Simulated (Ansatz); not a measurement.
Task: a rigid torsion scan of C3H5NO, SMILES NC=CC=O, with Ansatz 0.2.0, Python API. Give the script and its output. Level of theory (for the species named): r2SCAN, def2-SVP basis, multiplicity 1.

```xyz
10

N     0.6946   -0.2335    1.7767
C     0.5223   -0.0383    0.4071
C    -0.6407    0.1570   -0.2863
C    -0.5002    0.3269   -1.7415
O    -1.6000    0.4597   -2.4044
H    -0.2201   -0.4082    2.2448
H     1.4522   -0.7743    2.0592
H     1.5290   -0.0563   -0.1043
H    -1.5769    0.2250    0.2408
H     0.4228    0.2909   -2.1891
```

Script `torsion_c3h5no.py`:
```python
# -*- coding: utf-8 -*-
'''Energy of C3H5NO as one group turns about a bond.'''

import ansatz as az
from ase import Atoms


def main():
    atoms = Atoms(['N', 'C', 'C', 'C', 'O', 'H', 'H', 'H', 'H', 'H'], positions=[
        (0.6946, -0.2335, 1.7767),
        (0.5223, -0.0383, 0.4071),
        (-0.6407, 0.157, -0.2863),
        (-0.5002, 0.3269, -1.7415),
        (-1.6, 0.4597, -2.4044),
        (-0.2201, -0.4082, 2.2448),
        (1.4522, -0.7743, 2.0592),
        (1.529, -0.0563, -0.1043),
        (-1.5769, 0.225, 0.2408),
        (0.4228, 0.2909, -2.1891),
    ])

    # start the scan from a relaxed geometry
    first = (
        az.Crystal.molecule_from_ase(atoms).calculation()
        .basis(gaussian='def2-SVP')  # the orbital basis, by name
        .functional('r2scan')
        .relax(force_tolerance=0.02, max_steps=80)
    )
    atoms.positions = first.run(threads=1).report['positions_ang']

    start = atoms.get_dihedral(1, 2, 3, 4)
    energies = {}
    for turn in range(0, 360, 30):
        turned = atoms.copy()
        turned.set_dihedral(1, 2, 3, 4, start + turn, indices=[3, 4, 9])
        calculation = (
            az.Crystal.molecule_from_ase(turned).calculation()
            .basis(gaussian='def2-SVP')  # atom-centred Gaussian functions
            .functional('r2scan')
        )
        energies[round((start + turn) % 360)] = calculation.run(threads=1).report['free_energy_ev']
    floor = min(energies.values())
    print('dihedral C1-C2-C3-O4 (deg)   E - E(min) (kJ/mol)')
    for angle, e in sorted(energies.items()):
        print(f'{angle:8d} {96.485332 * (e - floor):14.3f}  ' + '#' * int(30 * (e - floor) / max(max(energies.values()) - floor, 1e-9)))


if __name__ == '__main__':
    main()
```

Running `python torsion_c3h5no.py` prints:
```text
dihedral C1-C2-C3-O4 (deg)   E - E(min) (kJ/mol)
       0          0.573
      30         15.931  ######
      60         52.851  ####################
      90         77.730  #############################
     120         57.293  ######################
     150         18.190  #######
     180          0.000
     210         18.187  #######
     240         57.297  ######################
     270         77.742  ##############################
     300         52.860  ####################
     330         15.932  ######
```

The scan is rigid and the energies are electronic, in a modest basis. With rigid groups the curve can differ much from the relaxed path, the start wasn't checked as a minimum of this torsion, and equivalent turns needn't return to the same energy. Hardware and time: 110 s on 1 thread of Arm Neoverse V1, with other jobs on the host, peak memory 0.26 GiB.
